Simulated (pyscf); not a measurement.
`[SiH3][Cl]` + `[NH3]` → `[NH2][SiH2][Cl]` + `[H][H]`, a four-centre exchange (singlet surface; H–Si, H–N broken, N–Si, H–H formed). Optimised with ωB97X-D3(BJ)/def2-SVP in PySCF. Energies in kJ/mol from the separated reactants.

Small-basis levels: PySCF, no dispersion term, spherical d functions. 

In single points B3LYP/6-31G* puts the saddle at 185.2 kJ/mol and the reaction energy at -43.1 kJ/mol. Should these be trusted to within a few kcal/mol? Compare with ωB97M-D3(BJ)/def2-TZVP.

ωB97M-D3(BJ)/def2-TZVP gives ΔE‡ = 168.0 kJ/mol and ΔE = -45.2 kJ/mol. B3LYP/6-31G* lies 17.3 kJ/mol over it in the barrier and 2.1 kJ/mol over it in the reaction energy, so on this step it does not hold to within 12.6 kJ/mol. ωB97M-D3(BJ)/def2-TZVP has limits of its own. On the reactant side the descent ends in a complex, 32.2 kJ/mol under the separated species and 200.5 kJ/mol under the saddle at ωB97X-D3(BJ)/def2-TZVP. This is the saddle that the search found; another between the same sides may lie lower.
